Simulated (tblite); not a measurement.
Species: C₅H₈O.
Numbering: `[CH2:1]=[C:2]=[C:3]([CH3:4])[CH2:5][OH:6]` (hydrogens: H7, H8 on C1; H9, H10, H11 on C4; H12, H13 on C5; H14 on O6)

Computed with GFN2-xTB (tblite), gas phase: nudged elastic band of 9 images (0 to 8), spring 0.2 eV/Å², climbing image at the end, force threshold 0.05 eV/Å. The top image wasn't refined or checked by frequencies; at this threshold it can lie a kcal/mol or more above the true saddle point of the method.

The band describes a rotation about C3–C5 (outer carbon of cumulated double bonds, carbinol carbon (C–OH)), followed by the dihedral C4–C3–C5–O6, from the optimised start (-69°) to a second optimised geometry at 61°.

Q: Give the energy profile along the converged band.

A: 
```json
{"image": "0", "dihedral (°)": "-69", "E (kJ/mol)": "0.00", "C3–C5 (Å)": "1.516", "C4···O6 (Å)": "3.09", "largest true force (eV/Å)": "0.01"}
{"image": "1", "dihedral (°)": "-55", "E (kJ/mol)": "0.77", "C3–C5 (Å)": "1.515", "C4···O6 (Å)": "2.96", "largest true force (eV/Å)": "0.03"}
{"image": "2", "dihedral (°)": "-40", "E (kJ/mol)": "3.59", "C3–C5 (Å)": "1.517", "C4···O6 (Å)": "2.88", "largest true force (eV/Å)": "0.05"}
{"image": "3", "dihedral (°)": "-25", "E (kJ/mol)": "7.36", "C3–C5 (Å)": "1.521", "C4···O6 (Å)": "2.82", "largest true force (eV/Å)": "0.06"}
{"image": "4", "dihedral (°)": "-8", "E (kJ/mol)": "9.81", "C3–C5 (Å)": "1.524", "C4···O6 (Å)": "2.79", "largest true force (eV/Å)": "0.04"}
{"image": "5", "dihedral (°)": "9", "E (kJ/mol)": "9.49", "C3–C5 (Å)": "1.524", "C4···O6 (Å)": "2.80", "largest true force (eV/Å)": "0.05"}
{"image": "6", "dihedral (°)": "27", "E (kJ/mol)": "7.19", "C3–C5 (Å)": "1.522", "C4···O6 (Å)": "2.83", "largest true force (eV/Å)": "0.03"}
{"image": "7", "dihedral (°)": "44", "E (kJ/mol)": "4.75", "C3–C5 (Å)": "1.518", "C4···O6 (Å)": "2.92", "largest true force (eV/Å)": "0.03"}
{"image": "8", "dihedral (°)": "61", "E (kJ/mol)": "3.65", "C3–C5 (Å)": "1.515", "C4···O6 (Å)": "3.05", "largest true force (eV/Å)": "0.01"}
```

Barriers of this band. The top is image 4 at -8°: 9.81 kJ/mol forward and 6.16 kJ/mol back; the end lies 3.65 kJ/mol above the start. The central bond is 0.008 Å longer at the top than at the start.

Q: What rate follows at 200 K for crossing this barrier forward?

A: Taking the electronic barrier for the free energy of activation (no zero-point or entropy terms, transmission 1), rate = (kT/h)·exp(−ΔE/kT) ≈ 1 × 10^10 s⁻¹, whose inverse is 9 × 10^-11 s. An error of 1 kcal/mol in the barrier changes this by a factor of 12, and the method and the loose band can each miss by that much or more.

Q: How would the two end points share their population at 200 K, from these energies alone?

A: exp(−ΔE/kT) with ΔE = 0.038 eV gives 0.11 for the higher one (end) against 1 for the lower, without vibrational, rotational or degeneracy terms. GFN2-xTB can put conformers this close in the wrong order.

What follows is the cost of the whole band run. The run took 1.8 s on an INTEL XEON PLATINUM 8581C at 2.10 GHz with one thread, shared host, and the process peaked at 0.18 GiB of memory.
